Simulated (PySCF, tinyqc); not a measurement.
Worked calculation: RHF in the sto-3g basis, for CH2, spin multiplicity 1. This run ends on a higher stationary point, not on the lowest solution. The lowest restricted solution is unstable here: a spin-polarised one lies 0.0188 hartree lower (PySCF). Computed by tinyqc, a small Python program that keeps every step (integrals from PySCF). Settings: charge = 0, multiplicity = 1, basis = sto-3g, energy threshold = 1e-09, iteration cap = 50, orthogonalisation = canonical, start = core, DIIS depth = 4, shift = 1.0, method = RHF. Command: `OMP_NUM_THREADS=1 python tinyqc.py 31811 31812 out.jsonl` (the two numbers bound the seeds that draw the settings). One thread of a shared host (Intel(R) Xeon(R) Processor @ 2.60GHz), about 0.07 s of CPU time with the checks.

Geometry (angstrom):
```
atom       x        y       z
C     0.0000   0.0000  0.0000
H     0.0000   1.0990  0.8330
H     0.0000  -1.0990  0.8330
```

Stop when the energy changes by less than 1e-09 hartree and every element of the error matrix X^T (F D S - S D F) X is below 9e-06.

Course of the cycle:
```
iteration  E (hartree)     change  largest element of the error matrix
1           -36.662916          -                             6.23e-01
2           -37.473726  -8.11e-01                             6.98e-01
3           -37.919095  -4.45e-01                             4.46e-01
4           -38.043113  -1.24e-01                             2.52e-01
5           -38.077044  -3.39e-02                             1.39e-01
6           -38.087131  -1.01e-02                             6.95e-02
7           -38.089572  -2.44e-03                             3.67e-02
8           -38.090267  -6.96e-04                             1.91e-02
9           -38.090461  -1.93e-04                             9.74e-03
10          -38.090512  -5.14e-05                             5.03e-03
11          -38.090526  -1.43e-05                             2.57e-03
12          -38.090530  -3.87e-06                             1.31e-03
13          -38.090531  -1.05e-06                             6.70e-04
14          -38.090532  -2.90e-07                             3.41e-04
15          -38.090532  -8.02e-08                             1.73e-04
16          -38.090532  -2.24e-08                             8.78e-05
17          -38.090532  -6.26e-09                             4.44e-05
18          -38.090532  -1.77e-09                             2.24e-05
19          -38.090532  -5.05e-10                             1.13e-05
20          -38.090532  -1.45e-10                             5.65e-06
```

Can the last value be used, and what does the course show?

No, though the log alone does not show it. Converged in 20 iterations. But the solution lies 0.21218 hartree above the reference: it is another stationary point, not the lowest restricted one. Reruns (cap 100 unless said): DIIS 8: converged in 8 to a higher stationary point; damping 0.5: converged in 71 to a higher stationary point; level shift 0.5: converged in 23 to a higher stationary point; atomic densities as start, DIIS 8: converged in 8. PySCF RHF in the same basis = -38.302714 hartree.
